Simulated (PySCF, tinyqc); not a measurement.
Worked calculation: coupled-perturbed Hartree-Fock on RHF in the sto-6g basis, for BH, spin multiplicity 1. The lowest restricted solution is unstable here: a spin-polarised one lies 0.0134 hartree lower (PySCF). Computed by tinyqc, a small Python program that keeps every step (integrals from PySCF). Settings: charge = 0, multiplicity = 1, basis = sto-6g, method = RHF, energy threshold = 1e-10, iteration cap = 84, orthogonalisation = symmetric, start = core, DIIS depth = 6. Command: `OMP_NUM_THREADS=1 python tinyqc.py 25972 25973 out.jsonl` (the two numbers bound the seeds that draw the settings). One thread of a shared host (Intel(R) Xeon(R) Processor @ 2.60GHz), about 0.2 s of CPU time with the checks. The early iterations of the SCF are left out here.

## One-electron integrals

Geometry (angstrom):
```
atom         x         y         z
B     0.000000  0.000000  0.000000
H     0.000000  0.000000  1.178000
```

Basis sto-6g: exponents (1/bohr^2) and contraction coefficients of normalised primitives:
```
element  l (shell)    exponent  coefficient
B            s (1)  506.011147     0.009164
B            s (1)   92.776814     0.049362
B            s (1)   25.955658     0.168538
B            s (1)    8.916445     0.370563
B            s (1)    3.462507     0.416492
B            s (1)    1.426054     0.130334
B            s (2)   23.194575    -0.013253
B            s (2)    4.590810    -0.046992
B            s (2)    1.426819    -0.033785
B            s (2)    0.548948     0.250242
B            s (2)    0.238410     0.595117
B            s (2)    0.109280     0.240706
B            p (3)   23.194575     0.003760
B            p (3)    4.590810     0.037679
B            p (3)    1.426819     0.173897
B            p (3)    0.548948     0.418036
B            p (3)    0.238410     0.425859
B            p (3)    0.109280     0.101708
H            s (1)   35.523221     0.009164
H            s (1)    6.513144     0.049361
H            s (1)    1.822143     0.168538
H            s (1)    0.625955     0.370563
H            s (1)    0.243077     0.416492
H            s (1)    0.100112     0.130334
```

Overlap, kinetic and nuclear-attraction integrals over the contracted functions; the nuclear repulsion is the sum of Za Zb / Rab.

nuclear repulsion = 2.24608324 hartree

overlap S:
```
           1B 1s     1B 2s    1B 2px    1B 2py    1B 2pz     2H 1s
1B 1s   1.000000  0.264891  0.000000  0.000000  0.000000  0.070980
1B 2s   0.264891  1.000000  0.000000  0.000000  0.000000  0.482405
1B 2px  0.000000  0.000000  1.000000  0.000000  0.000000  0.000000
1B 2py  0.000000  0.000000  0.000000  1.000000  0.000000  0.000000
1B 2pz  0.000000  0.000000  0.000000  0.000000  1.000000  0.492251
2H 1s   0.070980  0.482405  0.000000  0.000000  0.492251  1.000000
```

kinetic energy T (hartree):
```
            1B 1s      1B 2s    1B 2px    1B 2py    1B 2pz      2H 1s
1B 1s   10.947243  -0.333880  0.000000  0.000000  0.000000  -0.010517
1B 2s   -0.333880   0.374498  0.000000  0.000000  0.000000   0.091324
1B 2px   0.000000   0.000000  1.125026  0.000000  0.000000   0.000000
1B 2py   0.000000   0.000000  0.000000  1.125026  0.000000   0.000000
1B 2pz   0.000000   0.000000  0.000000  0.000000  1.125026   0.236490
2H 1s   -0.010517   0.091324  0.000000  0.000000  0.236490   0.768522
```

nuclear attraction V (hartree):
```
             1B 1s      1B 2s     1B 2px     1B 2py     1B 2pz      2H 1s
1B 1s   -23.840938  -2.863181   0.000000   0.000000  -0.019933  -0.856186
1B 2s    -2.863181  -4.182652   0.000000   0.000000  -0.163799  -1.836453
1B 2px    0.000000   0.000000  -4.141418   0.000000   0.000000   0.000000
1B 2py    0.000000   0.000000   0.000000  -4.141418   0.000000   0.000000
1B 2pz   -0.019933  -0.163799   0.000000   0.000000  -4.264635  -1.812900
2H 1s    -0.856186  -1.836453   0.000000   0.000000  -1.812900  -3.451831
```

core Hamiltonian H = T + V (hartree):
```
             1B 1s      1B 2s     1B 2px     1B 2py     1B 2pz      2H 1s
1B 1s   -12.893694  -3.197061   0.000000   0.000000  -0.019933  -0.866703
1B 2s    -3.197061  -3.808154   0.000000   0.000000  -0.163799  -1.745130
1B 2px    0.000000   0.000000  -3.016391   0.000000   0.000000   0.000000
1B 2py    0.000000   0.000000   0.000000  -3.016391   0.000000   0.000000
1B 2pz   -0.019933  -0.163799   0.000000   0.000000  -3.139609  -1.576410
2H 1s    -0.866703  -1.745130   0.000000   0.000000  -1.576410  -2.683309
```

## Two-electron integrals

Functions are numbered as in S; the eight-fold symmetry (ij|kl) = (ji|kl) = (kl|ij) leaves the list below.

Two-electron integrals (ij|kl) in chemists' order, unique and non-zero (hartree):
```
(11|11) 2.924993   (21|11) 0.480756   (21|21) 0.099484   (22|11) 0.743449
(22|21) 0.188967   (22|22) 0.544922   (31|31) 0.021096   (32|31) 0.030854
(32|32) 0.120443   (33|11) 0.743450   (33|21) 0.188967   (33|22) 0.544922
(33|33) 0.587109   (41|41) 0.021096   (42|41) 0.030854   (42|42) 0.120443
(43|43) 0.031641   (44|11) 0.743450   (44|21) 0.188967   (44|22) 0.544922
(44|33) 0.523827   (44|44) 0.587109   (51|51) 0.021096   (52|51) 0.030854
(52|52) 0.120443   (53|53) 0.031641   (54|54) 0.031641   (55|11) 0.743450
(55|21) 0.188967   (55|22) 0.544922   (55|33) 0.523827   (55|44) 0.523827
(55|55) 0.587109   (61|11) 0.134135   (61|21) 0.026850   (61|22) 0.050444
(61|33) 0.050168   (61|44) 0.050168   (61|51) 0.002104   (61|52) 0.003976
(61|55) 0.050994   (61|61) 0.007519   (62|11) 0.290714   (62|21) 0.074961
(62|22) 0.234299   (62|33) 0.227963   (62|44) 0.227963   (62|51) 0.008759
(62|52) 0.049487   (62|55) 0.246968   (62|61) 0.021392   (62|62) 0.134099
(63|31) 0.008275   (63|32) 0.036530   (63|53) 0.009514   (63|63) 0.015662
(64|41) 0.008275   (64|42) 0.036530   (64|54) 0.009514   (64|64) 0.015662
(65|11) 0.262940   (65|21) 0.068825   (65|22) 0.226685   (65|33) 0.214687
(65|44) 0.214687   (65|51) 0.015225   (65|52) 0.080420   (65|55) 0.250680
(65|61) 0.020752   (65|62) 0.152254   (65|65) 0.184907   (66|11) 0.441709
(66|21) 0.116341   (66|22) 0.407762   (66|33) 0.383426   (66|44) 0.383426
(66|51) 0.017517   (66|52) 0.127244   (66|55) 0.456436   (66|61) 0.034156
(66|62) 0.290565   (66|65) 0.360103   (66|66) 0.774999
```

## Orthogonalisation

S = U s U^T; symmetric (Loewdin) form X = U s^(-1/2) U^T, so that X^T S X = 1.

eigenvalues of S: 0.300303  0.798702  1.000000  1.000000  1.163733  1.737262

X:
```
            1B 1s      1B 2s    1B 2px    1B 2py     1B 2pz      2H 1s
1B 1s    1.029102  -0.151006  0.000000  0.000000  -0.012318   0.024788
1B 2s   -0.151006   1.172359  0.000000  0.000000   0.144369  -0.366154
1B 2px   0.000000   0.000000  1.000000  0.000000   0.000000   0.000000
1B 2py   0.000000   0.000000  0.000000  1.000000   0.000000   0.000000
1B 2pz  -0.012318   0.144369  0.000000  0.000000   1.144139  -0.366863
2H 1s    0.024788  -0.366154  0.000000  0.000000  -0.366863   1.283844
```

## Starting guess

The start is the orbitals of the core Hamiltonian; D = 2 C_occ C_occ^T.

D at the start:
```
            1B 1s      1B 2s    1B 2px    1B 2py     1B 2pz      2H 1s
1B 1s    2.157382  -0.608035  0.000000  0.000000  -0.037795   0.061344
1B 2s   -0.608035   2.319051  0.000000  0.000000   0.166068  -0.183034
1B 2px   0.000000   0.000000  0.000000  0.000000   0.000000   0.000000
1B 2py   0.000000   0.000000  0.000000  0.000000   0.000000   0.000000
1B 2pz  -0.037795   0.166068  0.000000  0.000000   2.164034  -0.180880
2H 1s    0.061344  -0.183034  0.000000  0.000000  -0.180880   0.027621
```

## Iteration 6 (converged): orbitals

converged F (hartree):
```
            1B 1s      1B 2s    1B 2px    1B 2py     1B 2pz      2H 1s
1B 1s   -7.432284  -2.080515  0.000000  0.000000  -0.023885  -0.567259
1B 2s   -2.080515  -0.984460  0.000000  0.000000  -0.067231  -0.561490
1B 2px   0.000000   0.000000  0.267017  0.000000   0.000000   0.000000
1B 2py   0.000000   0.000000  0.000000  0.267017   0.000000   0.000000
1B 2pz  -0.023885  -0.067231  0.000000  0.000000  -0.145454  -0.423587
2H 1s   -0.567259  -0.561490  0.000000  0.000000  -0.423587  -0.440843
```

Diagonalise F' = X^T F X, C = X C', fill 3 alpha and 3 beta electrons from the bottom; D = 2 C_occ C_occ^T. Each column has its largest component positive (the first on a tie).

F' = X^T F X (hartree):
```
           1          2         3         4          5          6
1  -7.271402  -1.060089  0.000000  0.000000  -0.040335  -0.087284
2  -1.060089  -0.405647  0.000000  0.000000   0.161380  -0.419765
3   0.000000   0.000000  0.267017  0.000000   0.000000   0.000000
4   0.000000   0.000000  0.000000  0.267017   0.000000   0.000000
5  -0.040335   0.161380  0.000000  0.000000   0.124423  -0.507473
6  -0.087284  -0.419765  0.000000  0.000000  -0.507473   0.028195
```

orbital energies (hartree): MO1 -7.434426, MO2 -0.591478, MO3 -0.245986, MO4 0.267017, MO5 0.267017, MO6 0.747458

coefficients C:
```
              MO1        MO2        MO3        MO4       MO5        MO6
1B 1s    0.994984  -0.196261  -0.194363   0.000000  0.000000   0.127794
1B 2s    0.019920   0.551052   0.797093   0.000000  0.000000  -0.782768
1B 2px   0.000000   0.000000   0.000000  -0.602804  0.797889   0.000000
1B 2py   0.000000   0.000000   0.000000   0.797889  0.602804   0.000000
1B 2pz   0.006004   0.229114  -0.584284   0.000000  0.000000  -1.034756
2H 1s   -0.005766   0.527293  -0.355987   0.000000  0.000000   1.229931
```

D after iteration 6:
```
            1B 1s      1B 2s    1B 2px    1B 2py     1B 2pz      2H 1s
1B 1s    2.132576  -0.486509  0.000000  0.000000   0.149142  -0.080066
1B 2s   -0.486509   1.878826  0.000000  0.000000  -0.678711   0.013392
1B 2px   0.000000   0.000000  0.000000  0.000000   0.000000   0.000000
1B 2py   0.000000   0.000000  0.000000  0.000000   0.000000   0.000000
1B 2pz   0.149142  -0.678711  0.000000  0.000000   0.787835   0.657547
2H 1s   -0.080066   0.013392  0.000000  0.000000   0.657547   0.809597
```

Within a degenerate level the vectors are fixed only up to a rotation; this is one choice.

## Convergence

Stop when the energy changes by less than 1e-10 hartree and every element of the error matrix X^T (F D S - S D F) X is below 3e-06.

Course of the cycle:
```
iteration   E (hartree)     change  largest element of the error matrix
1          -24.41024415          -                             7.45e-01
2          -24.99466896  -5.84e-01                             8.90e-02
3          -25.00143082  -6.76e-03                             7.75e-03
4          -25.00150932  -7.85e-05                             1.51e-03
5          -25.00151239  -3.07e-06                             3.55e-06
6          -25.00151239  -7.39e-12                             8.47e-08
```

PySCF RHF in the same basis = -25.00151239 hartree

Converged in 6 iterations.

## Populations, bond orders and dipole

Mulliken: Z minus the diagonal of D S on the atom; Loewdin: the same with S^(1/2) D S^(1/2); Mayer order: 2 sum_s sum (D(s) S)_ij (D(s) S)_ji over the two atoms.

Charges (e):
```
atom   Mulliken    Loewdin
1B     0.134052   0.111240
2H    -0.134052  -0.111240
```

Mayer bond orders:
```
pair     order
2-1   0.982030
```

dipole moment about the origin, x y z (debye): 0.000000  0.000000  1.063458

## Integrals over molecular orbitals

(pq|rs) = sum C_ip C_jq C_kr C_ls (ij|kl), one index at a time.

one-electron integrals over orbitals h = C^T H C (hartree):
```
            1          2          3          4          5          6
1  -12.882933   0.262258   0.252533   0.000000   0.000000  -0.166710
2    0.262258  -3.127595  -0.125192   0.000000   0.000000   0.476213
3    0.252533  -0.125192  -2.965177   0.000000   0.000000  -0.179787
4    0.000000   0.000000   0.000000  -3.016391   0.000000   0.000000
5    0.000000   0.000000   0.000000   0.000000  -3.016391   0.000000
6   -0.166710   0.476213  -0.179787   0.000000   0.000000  -2.484817
```

Two-electron integrals over orbitals (pq|rs), unique and non-zero (hartree):
```
(11|11) 2.902068    (21|11) -0.226965   (21|21) 0.030138    (22|11) 0.600862
(22|21) -0.000251   (22|22) 0.597279    (31|11) -0.225247   (31|21) 0.024573
(31|22) -0.019895   (31|31) 0.037069    (32|11) 0.086974    (32|21) -0.008488
(32|22) -0.073609   (32|31) 0.002310    (32|32) 0.059830    (33|11) 0.705961
(33|21) -0.016366   (33|22) 0.413541    (33|31) 0.004017    (33|32) 0.049426
(33|33) 0.577085    (41|41) 0.022053    (42|41) 0.018631    (42|42) 0.058543
(43|41) 0.018768    (43|42) 0.042612    (43|43) 0.064919    (44|11) 0.743106
(44|21) -0.008328   (44|22) 0.461304    (44|31) -0.007149   (44|32) 0.041619
(44|33) 0.510053    (44|44) 0.587109    (51|51) 0.022053    (52|51) 0.018631
(52|52) 0.058543    (53|51) 0.018768    (53|52) 0.042612    (53|53) 0.064919
(54|54) 0.031641    (55|11) 0.743106    (55|21) -0.008328   (55|22) 0.461304
(55|31) -0.007149   (55|32) 0.041619    (55|33) 0.510053    (55|44) 0.523827
(55|55) 0.587109    (61|11) 0.154131    (61|21) -0.025451   (61|22) -0.012728
(61|31) -0.007565   (61|32) 0.012219    (61|33) 0.024722    (61|44) 0.004204
(61|55) 0.004204    (61|61) 0.031987    (62|11) -0.191597   (62|21) 0.003611
(62|22) 0.008530    (62|31) 0.011653    (62|32) -0.052145   (62|33) -0.038458
(62|44) -0.091839   (62|55) -0.091839   (62|61) 0.004320    (62|62) 0.124049
(63|11) 0.077326    (63|21) -0.003667   (63|22) -0.055623   (63|31) 0.007799
(63|32) 0.050084    (63|33) 0.076673    (63|44) 0.035895    (63|55) 0.035895
(63|61) 0.010257    (63|62) -0.051516   (63|63) 0.070096    (64|41) -0.012148
(64|42) -0.037182   (64|43) -0.015258   (64|64) 0.033589    (65|51) -0.012148
(65|52) -0.037182   (65|53) -0.015258   (65|65) 0.033589    (66|11) 0.684187
(66|21) -0.004115   (66|22) 0.588017    (66|31) -0.019826   (66|32) -0.061544
(66|33) 0.457000    (66|44) 0.479487    (66|55) 0.479487    (66|61) -0.008491
(66|62) 0.016549    (66|63) -0.042042   (66|66) 0.619876
```

## Response to a field: uncoupled start

dipole integrals <a|z|i> (bohr):
```
           i1        i2         i3
a4   0.000000  0.000000   0.000000
a5   0.000000  0.000000   0.000000
a6  -0.092716  0.652148  -0.879901
```

Field along z; U_ai = -mu_ai / (e_a - e_i), alpha = -4 sum U_ai mu_ai.

uncoupled U:
```
          i1         i2        i3
a4  0.000000   0.000000  0.000000
a5  0.000000   0.000000  0.000000
a6  0.011332  -0.487065  0.885707
```

uncoupled polarisability = 4.392094 bohr^3

## Coupled step 1

U_ai = -(mu_ai + sum_bj [4 (ai|bj) - (ab|ij) - (aj|bi)] U_bj) / (e_a - e_i); alpha = -4 sum U_ai mu_ai.

U after step 1:
```
          i1         i2        i3
a4  0.000000   0.000000  0.000000
a5  0.000000   0.000000  0.000000
a6  0.007686  -0.504214  1.059488
```

polarisability = 5.047117 bohr^3

## Coupled step 2

As before.

U after step 2:
```
          i1         i2        i3
a4  0.000000   0.000000  0.000000
a5  0.000000   0.000000  0.000000
a6  0.006385  -0.494861  1.101225
```

polarisability = 5.169135 bohr^3

## Coupled polarisability

Repeat until U stops changing; compare with -d2E/dF2.

Course of the coupled iterations:
```
step  alpha (bohr^3)
0           4.392094
1           5.047117
2           5.169135
3           5.197253
4           5.204699
5           5.206812
6           5.207429
7           5.207612
8           5.207666
9           5.207682
10          5.207687
11          5.207688
12          5.207689
13          5.207689
14          5.207689
15          5.207689
```

coupled polarisability = 5.207689 bohr^3

finite-field check, fields of +/-0.001 au = 5.207695 bohr^3
